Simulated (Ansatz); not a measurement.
We consider hcp Zr, described by LDA in Ansatz (PAW).

Settings: plane-wave cutoff 520 eV, 18×18×10 k mesh (along the axes of the cell as run), Fermi–Dirac smearing 0.05 eV, scalar-relativistic PAW data made under PBE.

Starting structure:

```xyz
2
Lattice="3.2300 0.0000 0.0000 -1.6150 2.7973 0.0000 0.0000 0.0000 5.1500" Properties=species:S:1:pos:R:3 pbc="T T T"
Zr     1.6150     0.9324     3.8625
Zr     0.0000     1.8648     1.2875
```

Into what structure does the relaxation of cell and atoms lead at this level, with the symmetry of the start kept?

The volume drops by 6.4 %; final space group P6_3/mmc.
```xyz
2
Lattice="3.1465 0.0000 0.0000 -1.5732 2.7249 0.0000 0.0000 0.0000 5.0814" Properties=species:S:1:pos:R:3 pbc="T T T"
Zr     1.5732     0.9083     3.8111
Zr     0.0000     1.8166     1.2704
```

Ansatz is a program for electronic structure.
